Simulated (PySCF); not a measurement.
Isomers of C2H6OP2 and their computed core-level spectra.

Computed, not measured: delta-SCF UKS SCAN, pcX-2 on the ionised atom, pcseg-1 elsewhere, spin-free X2C in PySCF 2.14.0. Geometries: GFN2-xTB; isolated species, one conformer each.

Line lists (1s up to Mg, 2p3/2 beyond; areas count atoms within a level, one atom standing for each set equivalent by bonding):
1. C 1s: 291.92 (area 1), 292.54 (area 1) eV; O 1s: 539.40 eV; P 2p3/2: 135.61 (area 1), 136.24 (area 1) eV
2. C 1s: 290.71 eV; O 1s: 536.20 eV; P 2p3/2: 137.03 (area 1), 137.77 (area 1) eV
3. C 1s: 292.07 (area 1), 292.41 (area 1) eV; O 1s: 538.71 eV; P 2p3/2: 136.03 (area 1), 136.18 (area 1) eV

Structures:
A. `O=P1(P)CC1`
B. `CO/C=P/P`
C. `[H]/P=P\COC`

Which list belongs to which compound?

- 1 = B: another candidate has the same counts of sites, so positions decide. C 1s: 291.92 carbon bonded to O, P and H, 292.54 methoxy carbon; O 1s: 539.40 ether oxygen; P 2p3/2: 135.61 phosphorus bonded to C and P, 136.24 three-coordinate phosphorus.
- 2 = A: no other candidate has these counts of sites. C 1s: 290.71 sp3 carbon bound to phosphorus (×2); O 1s: 536.20 phosphoryl oxygen; P 2p3/2: 137.03 three-coordinate phosphorus, 137.77 phosphoryl phosphorus.
- 3 = C: another candidate has the same counts of sites, so positions decide. C 1s: 292.07 sp3 carbon bound to oxygen, 292.41 methoxy carbon; O 1s: 538.71 ether oxygen; P 2p3/2: 136.03 phosphorus bonded to P and H, 136.18 phosphorus bonded to C and P.

Spin–orbit and ligand-field terms were added within each 2p shell after the spin-free SCF. 1 of these hole states is spin-contaminated (⟨S²⟩ 0.91, against 0.75; counted from 0.85) and less certain.
